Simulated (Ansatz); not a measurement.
PF₃, relaxed as a singlet with RKS r2SCAN-D4/def2-TZVP in Ansatz, starting from the GFN2-xTB geometry. Force threshold 0.02 eV/Å.

Start:

Cartesian coordinates in Å:
```
P 0.533 0.345 -0.097
F 0.125 -0.881 -1.035
F -0.926 0.996 -0.126
F 0.268 -0.460 1.258
```

Task: Estimate the energy that the relaxation releases and the steps that it takes.

Result: 0.08 eV, in 5 steps; 6.5 s on 2 threads of Intel Xeon 6975P-C on a shared host. No frequencies were taken in this run, so the end may be a saddle point.

Task: Does the start keep its bonding and symmetry?

Result: By distances, no bond broke or formed. The bond that changes most is P1–F4, from 1.60 to 1.58 Å (atoms count from 1). Point group C3v at the start, C3v at the end, both within 0.05 Å.

Task: Predict the relaxed structure.

Result: 
```xyz
4

P     0.487    0.316   -0.089
F     0.145   -0.883   -1.054
F    -0.922    1.022   -0.131
F     0.290   -0.455    1.273
```
Bond lengths: 3 × F–P 1.58 Å.
